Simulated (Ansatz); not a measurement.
**CH4N radical: one species, many methods**

Aim: compute CH4N radical with functionals from several rungs and with coupled cluster. The yardstick is the atomisation energy at the CCSD(T) limit.

The runs use Ansatz 0.2.0, Gaussian basis; functionals in def2-TZVPP, the program's frozen cores in correlated methods.

The runs, in order: LDA (SPW92), PBE-D4, revPBE-D4, BLYP-D4, r2SCAN-D4, B97M-V, PBE0-D4, B3LYP-D4, r2SCANh-D4, r2SCAN0-D4, HSE06-D4, BHLYP-D4, CAM-B3LYP-D4, LC-ωPBE, ωB97X-V, ωB97M-V, B2PLYP, PBE-QIDH; CCSD(T)/def2-SVP; CCSD(T)/def2-TZVPP; MP2/def2-QZVPP; extrapolation to the limit; RPA on PBE.

1 further run of the same task is left out (it didn't finish).

## Step 1: Structure used throughout

The geometry comes from an earlier relaxation with PBE0-D4 in a triple-zeta def2 set; it is a stationary point.

6 atoms, charge 0, spin multiplicity 2.

Atoms are counted from 1 here; the program's logs count them from 0.

Bond lengths: C1–N2 1.386 Å, C1–H3 1.082 Å, C1–H4 1.082 Å, N2–H5 1.008 Å, N2–H6 1.008 Å. Angles: N2–C1–H3 116.8°, N2–C1–H4 116.8°, H3–C1–H4 118.6°, C1–N2–H5 115.5°, C1–N2–H6 115.5°, H5–N2–H6 111.4°.

## Step 2: LDA

This LDA is Slater exchange with PW92 correlation.

Contents of in.yaml:

```yaml
crystal:
  periodic: [false, false, false]
  atoms:
    - {symbol: C, position_ang: [-0.319871, -0.571440, -0.195400]}
    - {symbol: N, position_ang: [0.368372, 0.544355, 0.254114]}
    - {symbol: H, position_ang: [-1.285452, -0.762973, 0.252631]}
    - {symbol: H, position_ang: [0.275150, -1.412869, -0.523592]}
    - {symbol: H, position_ang: [1.200432, 0.778588, -0.264393]}
    - {symbol: H, position_ang: [-0.196532, 1.360340, 0.430440]}
basis:
  gaussian: {orbitals: def2-TZVPP}
magnetization: {spin_polarized: true, initial_magnetization: 1}
hamiltonian: {xc: lda}
output: {orbitals: {seedname: orbitals}}
```

Further steps of the session: PBE-D4 (GGA); revPBE-D4 (GGA); BLYP-D4 (GGA); r2SCAN-D4 (meta-GGA); B97M-V (meta-GGA); PBE0-D4 (hybrid); B3LYP-D4 (hybrid); r2SCANh-D4 (hybrid); r2SCAN0-D4 (hybrid); HSE06-D4 (hybrid); BHLYP-D4 (hybrid); CAM-B3LYP-D4 (range-separated); LC-ωPBE-D4 (range-separated); ωB97X-V (range-separated); ωB97M-V (range-separated); B2PLYP (double hybrid); PBE-QIDH (double hybrid); CCSD(T) in def2-SVP; CCSD(T) in def2-TZVPP; MP2 in def2-QZVPP; RPA on PBE orbitals.

Q: Predict the results of all the runs planned. Wanted: atomisation energy, CCSD(T)/CBS; farthest beyond LDA; mean size of error, GGA; mean size of error, meta-GGA; mean size of error, hybrid; mean size of error, range-separated; mean size of error, double hybrid; gap, smallest and largest; T1 diagnostic.

As calculated:

| quantity | value |
| --- | --- |
| atomisation energy, CCSD(T)/CBS | 481.8 kcal/mol |
| functionals within 2.4 kcal/mol (0.5 %) | B97M-V, r2SCANh-D4, B2PLYP |
| farthest beyond LDA | PBE-D4 (+15.1 kcal/mol) |
| mean size of error, GGA | 8.6 kcal/mol |
| mean size of error, meta-GGA | 1.7 kcal/mol |
| mean size of error, hybrid | 5.2 kcal/mol |
| mean size of error, range-separated | 4.3 kcal/mol |
| mean size of error, double hybrid | 2.6 kcal/mol |
| gap, smallest and largest | 1.23 eV (LDA (SPW92)), 9.68 eV (LC-ωPBE) |
| T1 diagnostic | 0.0161 |
| triples share of the correlation energy | 3.4 % |

What this shows: LDA overbinds by 74.0 kcal/mol (15 %). PBE-D4 misses by +15.1 kcal/mol. Double hybrids carry the basis error of their MP2 part in triple zeta, and no dispersion term here, so their miss is partly the set-up's. By mean error the best rung here is meta-GGA (1.7 kcal/mol) and the worst beyond LDA is GGA (8.6 kcal/mol). The gap between the best rungs is small, so their order is not settled. Misses under about 2.4 kcal/mol are within the doubt on the reference itself, which lacks core-valence correlation, relativity and higher excitations. Hartree-Fock recovers 70 % of the binding; the rest is correlation. CCSD(T) in def2-SVP is off by -29.6 kcal/mol, so the small basis spoils what the method gains. The gap grows from 1.2 to 9.7 eV across the functionals, mostly with the share of exact exchange.
